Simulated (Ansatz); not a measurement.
Species, as SMILES: N#N (N2).
Atoms: N1, N2. Bonds: N1-N2.

Basis-set convergence of the highest harmonic wavenumber at PBE0 with Ansatz (a program for electronic structure). Each level at its own minimum, finite differences of forces, unscaled; the reference is a large set that could be run, not a limit. All functions are spherical. The program fits the integrals of some runs and decomposes those of others, by size. No added dispersion term, no relativity. Reference: the value in def2-QZVPPD, 2481 cm⁻¹, itself unsure by roughly 1 cm⁻¹ (its mean distance from pcseg-3, def2-QZVPP, cc-pVQZ). Deviations are taken from unrounded values.

| basis | functions | highest harmonic wavenumber (cm⁻¹) |
|---|---|---|
| cc-pVDZ | 28 | 2493 |
| aug-cc-pVDZ | 46 | 2481 |
| def2-SVP | 28 | 2529 |
| def2-SVPD | 40 | 2524 |
| pcseg-1 | 28 | 2501 |
| aug-pcseg-1 | 46 | 2493 |
| 6-311G** | 36 | 2485 |
| 6-311+G** | 44 | 2482 |
| cc-pVTZ | 60 | 2482 |
| aug-cc-pVTZ | 92 | 2479 |
| pcseg-2 | 60 | 2480 |
| aug-pcseg-2 | 92 | 2480 |
| def2-TZVPP | 62 | 2484 |
| def2-TZVPPD | 74 | 2485 |
| def2-QZVPP | 114 | 2480 |
| def2-QZVPPD | 126 | 2481 |

What the diffuse functions change, pair by pair:
- cc-pVDZ to aug-cc-pVDZ: 18 more functions, deviation 12 to 0 cm⁻¹
- def2-SVP to def2-SVPD: 12 more functions, deviation 48 to 43 cm⁻¹
- pcseg-1 to aug-pcseg-1: 18 more functions, deviation 20 to 12 cm⁻¹
- 6-311G** to 6-311+G**: 8 more functions, deviation 4 to 1 cm⁻¹
- cc-pVTZ to aug-cc-pVTZ: 32 more functions, deviation 1 to -2 cm⁻¹
- pcseg-2 to aug-pcseg-2: 32 more functions, deviation -1 to -1 cm⁻¹
- def2-TZVPP to def2-TZVPPD: 12 more functions, deviation 3 to 4 cm⁻¹
- def2-QZVPP to def2-QZVPPD: 12 more functions, deviation -1 to 0 cm⁻¹

Leaving out the reference's own pair, they bring the value nearer the reference by more than 1 cm⁻¹ in 4 of 7 pairs.
